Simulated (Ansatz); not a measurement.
What a trial cell of Ta relaxes into

Theory: DFT r2SCAN, scalar-relativistic, plane waves, PAW in Ansatz 0.2.0. Cutoff 500 eV, Γ-centred k mesh, Gaussian smearing, no spin polarisation in the final step.

Ta was placed on the alpha-boron structure type (R-3m, No. 166), at a guessed volume.

```
Ta
1.0
     3.41912    1.97403    5.83098
    -3.41912    1.97403    5.83098
     0.00000   -3.94806    5.83098
Ta
12
Direct
  0.01019 0.65361 0.01019
  0.01019 0.01019 0.65361
  0.65361 0.01019 0.01019
  0.98981 0.34639 0.98981
  0.34639 0.98981 0.98981
  0.98981 0.98981 0.34639
  0.22118 0.63060 0.22118
  0.22118 0.22118 0.63060
  0.63060 0.22118 0.22118
  0.77882 0.36940 0.77882
  0.36940 0.77882 0.77882
  0.77882 0.77882 0.36940
```

Cell and atoms relax at zero pressure; the relaxation can't lower the symmetry of the start. After a coarse first stage the cell is made exact in the group found at 0.06 Å.

Energies count from the standard state of Ta at the same level.

Problem. What does it relax into?

Solution. It keeps R-3m (No. 166), but not the shape of the type it started on. Conventional cell: a = 5.636 Å, c = 28.544 Å. Ta on Wyckoff site h (6 atoms of the primitive cell) is coordinated by 7 Ta at 2.72–2.84 Å; Ta on Wyckoff site h (6 atoms of the primitive cell) has 8 Ta at 2.78–2.85 Å.

```cif
data_structure
_symmetry_space_group_name_H-M 'R-3m:H'
_symmetry_Int_Tables_number 166
_cell_length_a 5.6361
_cell_length_b 5.6361
_cell_length_c 28.5435
_cell_angle_alpha 90.000
_cell_angle_beta 90.000
_cell_angle_gamma 120.000
_cell_volume 785.23
loop_
_atom_site_label
_atom_site_type_symbol
_atom_site_symmetry_multiplicity
_atom_site_Wyckoff_symbol
_atom_site_fract_x
_atom_site_fract_y
_atom_site_fract_z
_atom_site_occupancy
Ta1 Ta 18 h 0.16795 0.83205 0.88095 1
Ta2 Ta 18 h 0.50202 0.49798 0.70727 1
```

Problem. What are its volume, energy, density and gap?

Solution. The volume per atom is 21.81 Å³. The density is 13.78 g/cm³ and the energy over the standard structure is 1.14 eV/atom. The gap on the 9×9×9 mesh is 0 eV (a metal).

The final run used a 9×9×9 mesh on its 12-atom cell and 0.10 eV smearing. The k mesh leaves about 4 meV/atom of noise in metals. Spin–orbit coupling is left out. Symmetry constrained the relaxation, so the result can be a saddle point.